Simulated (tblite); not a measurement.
Species: C3H2ClNS.
InChI=1S/C3H2ClNS/c4-3-1-6-2-5-3/h1-2H

Method: GFN2-xTB as coded in tblite; computed harmonic values from a numerical Hessian at the method's own geometry, unscaled. This tight-binding method is rough: wavenumbers can miss measured ones by several per cent, in bad cases by 10 to 20.

Harmonic wavenumbers (cm⁻¹): 206.6, 265.9, 418.3, 441.8, 612.9, 637.0, 734.7, 772.4, 784.2, 870.4, 908.9, 1058.8, 1127.2, 1288.1, 1429.9, 1516.9, 3170.4, 3189.7.

A = 7623, B = 1556, C = 1292 MHz; mass 118.960 u (most abundant isotopes); point group Cs, symmetry number 1.

Q: Zero-point energy?

A: ½Σν̃ = 9717 cm⁻¹ = 116.24 kJ/mol.

Q: Give the ideal-gas entropy at 273.15 K and 1 bar in the rigid-rotor, harmonic-oscillator model (classical rotation).

A: Translation 166.63, rotation 113.72, vibration 26.78: S = 307.1 J/(mol K).

Q: And Cp and H(273.15 K) − H(0)?

A: Cp = 79.70 J/(mol K), of which vibrations give 46.44 (their classical limit is 18 R = 149.7); H(273.15 K) − H(0) = 13.97 kJ/mol without the zero-point energy, 4.88 from vibrations.

Q: What must be added to the electronic energy to get the Gibbs energy at 273.15 K and 1 bar?

A: ZPE + [H(273.15 K) − H(0)] − T·S = 116.24 + 13.97 − 83.89 = 46.32 kJ/mol.

Q: Which modes carry the vibrational entropy at 273.15 K?

A: 206.6 cm⁻¹: 8.01; 265.9 cm⁻¹: 6.16; 418.3 cm⁻¹: 3.25; 441.8 cm⁻¹: 2.95; 612.9 cm⁻¹: 1.44; 637.0 cm⁻¹: 1.30 J/(mol K); the other 12 give 3.67 together.

Q: How do the functions run with temperature in this model?

A: 
```
 T (K)  S (J/(mol K))  Cp (J/(mol K))  H − H(0) (kJ/mol)  G − H(0) (kJ/mol)  ln q(vib)
   150          268.6            51.7               5.88             -34.41       0.27
   250          300.3            74.5              12.18             -62.90       0.89
298.15          314.4            85.1              16.03             -77.70       1.27
   400          342.2           104.4              25.72            -111.15       2.18
   600          389.8           129.6              49.36            -184.50       4.12
   900          446.5           149.4              91.55            -310.31       6.98
```

q(vib) and H(0) count from the zero-point level.

Hindered rotation and anharmonicity are outside this model.
